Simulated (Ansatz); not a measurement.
A nudged elastic band was laid between two geometries of BH7SSi (10 atoms, charge 0, multiplicity 1).

Method: RKS revPBE/def2-SVP (Ansatz).

```yaml
movable_images: 7
climbing_image: yes
spring: 5.0 eV/Å²
optimiser: quadratic models (default)
start_path: through a guess of the saddle point
force_threshold: 0.05 eV/Å
iteration_limit: 60
end_points: relaxed
```

First end point:

```xyz
10
Properties=species:S:1:pos:R:3
B -0.174 -1.000 0.062
Si 1.195 0.382 -0.518
H -0.667 -1.667 -0.843
H 0.140 -1.685 1.032
H -2.092 0.871 -0.137
S -1.814 -0.107 0.781
H 0.664 1.306 -1.600
H 1.605 1.311 0.612
H 2.469 -0.224 -1.058
H -1.326 0.813 1.670
```

Last end point:

```xyz
10
Properties=species:S:1:pos:R:3
B -1.585 -1.843 0.926
Si 1.921 1.479 -1.239
H -1.536 -2.396 -0.153
H -0.720 -1.960 1.766
H 0.645 0.856 -0.745
S -3.022 -0.821 1.197
H 1.600 2.548 -2.248
H 2.662 2.090 -0.081
H 2.779 0.424 -1.882
H -2.741 -0.378 2.458
```

Problem. What changes between the two ends?

Solution. Bonds broken: B1–Si2, H5–S6. Bonds formed: Si2–H5. BH7SSi becomes BH3S + H4Si.

Problem. What energy profile does the band end with?

Solution. The forces met the threshold. The highest image is number 2 of 0 to 8, 60.6 kJ/mol above the first end and 108.8 kJ/mol above the last; the last end lies 48.2 kJ/mol below the first. A vibrational analysis at the climbing image gives one clearly imaginary mode, 574i cm⁻¹: a first-order saddle point. The orbitals stay closed-shell, which can raise the energy where a bond breaks towards radicals; this wasn't checked here.

```json
{"image": "0", "path coordinate (Å)": "0.00", "energy (kJ/mol)": "0.0", "B1–Si2 (Å)": "2.03", "H5–S6 (Å)": "1.37", "Si2–H5 (Å)": "3.34"}
{"image": "1", "path coordinate (Å)": "0.78", "energy (kJ/mol)": "17.3", "B1–Si2 (Å)": "2.04", "H5–S6 (Å)": "1.36", "Si2–H5 (Å)": "2.78"}
{"image": "2", "path coordinate (Å)": "1.56", "energy (kJ/mol)": "60.6", "B1–Si2 (Å)": "2.08", "H5–S6 (Å)": "1.45", "Si2–H5 (Å)": "2.23"}
{"image": "3", "path coordinate (Å)": "2.58", "energy (kJ/mol)": "-3.2", "B1–Si2 (Å)": "2.52", "H5–S6 (Å)": "2.31", "Si2–H5 (Å)": "1.59"}
{"image": "4", "path coordinate (Å)": "3.61", "energy (kJ/mol)": "-33.8", "B1–Si2 (Å)": "3.21", "H5–S6 (Å)": "2.88", "Si2–H5 (Å)": "1.51"}
{"image": "5", "path coordinate (Å)": "4.63", "energy (kJ/mol)": "-45.2", "B1–Si2 (Å)": "3.79", "H5–S6 (Å)": "3.56", "Si2–H5 (Å)": "1.50"}
{"image": "6", "path coordinate (Å)": "5.66", "energy (kJ/mol)": "-47.5", "B1–Si2 (Å)": "4.21", "H5–S6 (Å)": "3.97", "Si2–H5 (Å)": "1.50"}
{"image": "7", "path coordinate (Å)": "6.68", "energy (kJ/mol)": "-48.1", "B1–Si2 (Å)": "4.77", "H5–S6 (Å)": "4.16", "Si2–H5 (Å)": "1.50"}
{"image": "8", "path coordinate (Å)": "7.70", "energy (kJ/mol)": "-48.2", "B1–Si2 (Å)": "5.29", "H5–S6 (Å)": "4.48", "Si2–H5 (Å)": "1.50"}
```

Problem. What is the geometry of the highest image?

Solution. 
```xyz
10
Properties=species:S:1:pos:R:3
B -0.264 -0.913 0.082
Si 1.127 0.481 -0.575
H -0.680 -1.593 -0.840
H 0.145 -1.460 1.091
H -1.031 0.531 -0.016
S -2.167 -0.025 0.684
H 0.677 1.410 -1.681
H 1.670 1.361 0.528
H 2.266 -0.350 -1.116
H -1.743 0.559 1.842
```

Problem. What are the harmonic wavenumbers there?

Solution. 574i, 116, 170, 218, 279, 405, 500, 538, 574, 733, 836, 860, 902, 908, 936, 1049, 1097, 1987, 2125, 2134, 2145, 2482, 2586, 2605 cm⁻¹.

The run took 110 s on 2 threads of Arm Neoverse V2 (shared host), peak memory 0.12 GiB.
